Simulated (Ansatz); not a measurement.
We consider diamond, described by HSE06 (PAW; Ansatz, an electronic-structure program).

Numerical settings: plane-wave cutoff 520 eV, 12×12×12 k mesh, finite displacements, scalar-relativistic PAW data made under PBE.

The cell has the measured lattice parameters. Conventional cell: a = 3.5670 Å, b = 3.5670 Å, c = 3.5670 Å, α = 90.00°, β = 90.00°, γ = 90.00°.

Harmonic phonon frequencies (cm⁻¹; i marks an imaginary mode):

```csv
q point,frequencies
Γ,___
X,___
L,561 561 1061 1241 1241 1283
```

Task: Complete the blanks.

Result: 
- Γ, frequencies: 0 0 0 1348 1348 1348
- X, frequencies: 803 803 1093 1093 1224 1224

Measured, for comparison: zone-centre TO phonon frequency 1333 cm⁻¹ (low temperature, zero-point motion not removed; as tabulated in Kunc et al. (2003), arXiv:cond-mat/0304692). Computed (rounded) less measured: zone-centre TO phonon frequency +1 %.

No imaginary mode appears at these points.

Note: the cell isn't this level's own, so it is under some stress, which shifts stiffness and frequencies.
